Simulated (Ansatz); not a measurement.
**Relative stability**

Two relaxed structures of CH4S2, singlet (PBE0-D4/def2-TZVP; forces vanish, vibrations not checked).

A:

S1  (-1.053, 0.721, -1.122)
C2  (-0.064, -0.148, 0.123)
S3  (1.603, 0.559, 0.056)
H4  (-2.222, 0.638, -0.467)
H5  (-0.015, -1.212, -0.100)
H6  (-0.505, 0.004, 1.106)
H7  (2.254, -0.563, 0.403)
(Å)

B:

```xyz
7
angstrom
S -0.7037 -0.0487 -1.6285
C -0.6019 -0.3007 -0.0496
S 2.6371 0.1918 0.9787
H 2.2893 1.2423 0.2200
H -0.3875 -1.2823 0.3719
H -0.7517 0.4953 0.6792
H 2.6805 -0.6241 -0.0854
```

Computed with Ansatz 0.2.0 (basis: def2-TZVPP); correlated methods freeze the cores. B3LYP uses VWN-RPA correlation.

Q: Which structure is lower at CCSD(T), and by how much? (Judge from chemistry; the value comes from the calculation.)

A: Computed: A, by 0.726 eV (electronic energy, against the other). By their contacts, A is CH₄S₂ ([SH][CH2][SH]) and B is a complex of CH₂S ([CH2][S]) + H₂S.

All methods give the same order:

| method | E(B) − E(A) (eV) |
| --- | --- |
| PBE-D4 | 0.863 |
| r2SCAN-D4 | 0.870 |
| PBE0-D4 | 0.978 |
| B3LYP-D4 | 0.745 |
| wB97M-V | 0.850 |
| HF | 0.698 |
| MP2 | 0.828 |
| CCSD | 0.752 |
| CCSD(T) | 0.726 |

No T1 diagnostic of these runs exceeds 0.015. The restricted Hartree–Fock reference is unstable towards an unrestricted one at one or more of these structures.

Labels in which every atom is bracketed show which atoms are joined, not bond orders.

For scale, one of the runs: CCSD(T)/def2-TZVPP, 171 basis functions, launched by `ansatz run in.yaml --threads 2 --pin off --events-out ev --progress --plain --max-ram 4352MiB`. The run took 9 s on 2 CPU threads of an Intel Xeon 6975P-C (shared host), with 1.5 GiB of host memory at its peak.
